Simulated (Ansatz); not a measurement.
Mulliken charges of `O=S(=O)(F)F` from r2SCAN/def2-TZVPP in Ansatz (PBE0-D4/def2-TZVP geometry).

| atom | x (Å) | y (Å) | z (Å) | charge (e) |
| --- | --- | --- | --- | --- |
| O1 | -0.388 | -0.151 | 1.422 | -0.374 |
| S2 | 0.071 | -0.097 | 0.096 | 1.068 |
| O3 | 1.130 | -0.862 | -0.419 | -0.374 |
| F4 | -1.141 | -0.268 | -0.837 | -0.160 |
| F5 | 0.329 | 1.378 | -0.261 | -0.160 |

**Question.** By hand: the dipole of these point charges (1 e Å = 4.8032 D).

**Answer.** Σ q r = (-0.072, 0.098, -0.097) e Å, of length 0.156 e Å = 0.75 D.

**Question.** How does the dipole of the full density compare? (Estimate.)

**Answer.** The calculation gave: (-0.110, 0.150, -0.148) e Å, 1.14 D; the point charges give 0.66 times that, at 0° from its direction.

Point charges leave out the atoms' own dipoles, such as those of lone pairs, and Mulliken's split depends on the basis, so the two needn't agree.
